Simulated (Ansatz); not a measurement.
**C4H5F: small, medium and large basis sets**

One table from this session's results is given with a row withheld; the runs are named, their logs left out.

Computed with Ansatz 0.2.0, Gaussian basis. Level: one geometry, several basis sets.

The runs, in order: PBE0-D4/def2-SVP; ωB97M-V/def2-SVP; PBE0-D4/def2-QZVPP; ωB97M-V/def2-QZVPP; the functionals' def2-TZVPP values are taken from earlier runs.

**Structure used throughout**

An earlier PBE0-D4 in a triple-zeta def2 set relaxation fixed the geometry.

SMILES `CC1C=C1F`, 10 atoms, charge 0, spin multiplicity 1.

Atoms are counted from 1 here; the program's logs count them from 0.

Bond lengths: C1–C2 1.509 Å, C1–H6 1.094 Å, C1–H7 1.093 Å, C1–H8 1.094 Å, C2–C3 1.549 Å, C2–C4 1.461 Å, C2–H9 1.094 Å, C3–C4 1.281 Å, C3–H10 1.075 Å, C4–F5 1.310 Å. Angles: C2–C1–H6 111.1°, C2–C1–H7 110.9°, C2–C1–H8 110.9°, H6–C1–H7 108.2°, H6–C1–H8 107.4°, H7–C1–H8 108.2°, C1–C2–C3 121.3°, C1–C2–C4 122.8°, C1–C2–H9 113.4°, C3–C2–C4 50.3°, C3–C2–H9 116.9°, C4–C2–H9 118.1°, C2–C3–C4 61.3°, C2–C3–H10 144.5°, C4–C3–H10 154.1°, C2–C4–C3 68.4°, C2–C4–F5 143.6°, C3–C4–F5 147.9°.

Set-up of the first run:

in.yaml reads:

```yaml
crystal:
  periodic: [false, false, false]
  atoms:
    - {symbol: C, position_ang: [-0.900193, -0.877067, -0.291410]}
    - {symbol: C, position_ang: [-0.013838, 0.033418, 0.521907]}
    - {symbol: C, position_ang: [1.423597, 0.380248, 0.060652]}
    - {symbol: C, position_ang: [0.522661, 1.288409, -0.000512]}
    - {symbol: F, position_ang: [0.206462, 2.518514, -0.320473]}
    - {symbol: H, position_ang: [-1.957217, -0.653700, -0.120108]}
    - {symbol: H, position_ang: [-0.697244, -0.765536, -1.359221]}
    - {symbol: H, position_ang: [-0.738133, -1.923943, -0.019877]}
    - {symbol: H, position_ang: [-0.181685, -0.046384, 1.600471]}
    - {symbol: H, position_ang: [2.418689, -0.005157, -0.068629]}
basis:
  gaussian: {orbitals: def2-SVP}
hamiltonian: {xc: pbe0, dispersion: d4}
output: {orbitals: {seedname: orbitals}}
```

Run with:

```
$ ansatz run in.yaml --threads 2 --pin off --events-out ev --progress --plain --max-ram 4352MiB
```

Steps of the session up to this table: PBE0-D4 in def2-SVP; ωB97M-V in def2-SVP; PBE0-D4 in def2-QZVPP; ωB97M-V in def2-QZVPP.

One table of the session follows, with a row left open; its other results are not shown here.

| functional | basis | HOMO (eV) | LUMO (eV) |
| --- | --- | --- | --- |
| PBE0-D4 | def2-SVP | -7.21 | 0.74 |
| PBE0-D4 | def2-TZVPP | -7.25 | 0.50 |
| PBE0-D4 | def2-QZVPP | ? | ? |
| ωB97M-V | def2-SVP | -9.44 | 3.02 |
| ωB97M-V | def2-TZVPP | -9.49 | 2.63 |
| ωB97M-V | def2-QZVPP | -9.51 | 1.97 |

**Question.** Estimate the row for PBE0-D4, def2-QZVPP.

The run gave: HOMO (eV): -7.27; LUMO (eV): 0.39. In the column «HOMO (eV)» it lies between ωB97M-V, def2-SVP (-9.44) and PBE0-D4, def2-TZVPP (-7.25).
